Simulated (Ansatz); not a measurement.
**Worked example: vertical energy of the triplet above the singlet of OF2 (oxygen difluoride)**

OF2: 3 atoms, total charge 0, spin state singlet. SMILES: `FOF`. Geometry: relaxed at GFN2-xTB.

```jsonl
{"atom": "F", "x (Å)": "0.9562", "y (Å)": "-0.3305", "z (Å)": "0.4909"}
{"atom": "O", "x (Å)": "0.0007", "y (Å)": "0.5449", "z (Å)": "0.0601"}
{"atom": "F", "x (Å)": "-0.9569", "y (Å)": "-0.2144", "z (Å)": "-0.5510"}
```

Both states at this one shape; open shells run unrestricted unless said. 1 Eh = 27.2114 eV.

| level | program | singlet OF2 (Eh) | triplet OF2 (Eh) |
| --- | --- | --- | --- |
| r2SCAN/STO-3G | Ansatz | -270.762870 | -270.614199 |
| B3LYP/STO-3G | Ansatz | -270.810242 | -270.647344 |

**Question.** Work out the vertical gap, second state less first, at each level.

**Answer.** 
1. r2SCAN/STO-3G: -270.614199 − (-270.762870) = 0.148671 Eh = 4.05 eV.
2. B3LYP/STO-3G: -270.647344 − (-270.810242) = 0.162898 Eh = 4.43 eV.

No measured value is set beside it here; the levels span 4.05 to 4.43 eV. Minimal sets are far from the basis-set limit.
